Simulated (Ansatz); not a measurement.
# NSi2: the cost of one run

Computed with Ansatz 0.2.0, Gaussian basis. Level: cc-pVTZ, core rule «outside noble gas», up to 11 orbitals frozen.

To be run: UHF; CCSD(T) on RHF; CCSD(T) on UHF; BCCD(T) on RHF; CCSDT(Q) on RHF; CCSDT(Q) on UHF; CASSCF and NEVPT2, 12 electrons in 12 orbitals.

7 further runs of the same task are left out: 2 for a known fault of the program, 5 set aside as unsound or not needed.

### 1 The system

The geometry is a PBE0/def2-TZVP stationary point (not a proven minimum) of the parent state, kept for this charge and spin.

3 atoms, charge 1, spin multiplicity 1.

Atoms are counted from 1 here; the program's logs count them from 0.

Bond lengths: N1–Si2 1.607 Å, Si2–Si3 2.274 Å. Angles: N1–Si2–Si3 180.0°.

### 2 UHF

Contents of in.yaml:

```yaml
crystal:
  periodic: [false, false, false]
  atoms:
    - {symbol: N, position_ang: [0.000000, 0.000000, -1.829133]}
    - {symbol: Si, position_ang: [0.000000, 0.000000, -0.222533]}
    - {symbol: Si, position_ang: [0.000000, 0.000000, 2.051667]}
basis:
  gaussian: {orbitals: cc-pVTZ}
total_charge: 1
magnetization: {spin_polarized: true, initial_magnetization: 0}
hamiltonian: {xc: hf}
output: {orbitals: {seedname: orbitals}}
```

Started as:

```console
> ansatz run in.yaml --threads 1 --pin off --events-out ev --progress --plain --max-ram 2816MiB --backend cpu
```

**Question.** How long does this run take on 1 thread of AMD EPYC 7R13, shared host, and how much memory does it need?

About 14 s, with a peak of 0.28 GiB.
